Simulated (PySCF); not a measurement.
SiH₂, SMILES [SiH2] (connectivity only; charge and spin as stated), neutral, multiplicity 1. Geometry optimised at PBE-D3(BJ)/def2-TZVPD. The isomer is the one that the SMILES or the coordinates give; other isomers of the formula were not compared.

TDDFT-B3LYP/def2-TZVPD in PySCF puts the lowest singlet excitations at 2.39, 4.25, 6.11, 6.70, 7.30, 7.74 eV.

Question: What are the lowest excitation roots from ADC(2)/aug-cc-pVDZ run with PySCF? (The exact figures need the calculation; the answer reports its results.)

Answer: 2.49, 4.72, 6.25, 6.80, 7.41, 7.52 eV. S1 differs by 0.10 eV (second minus first; roots are paired by order, and the bases may differ).
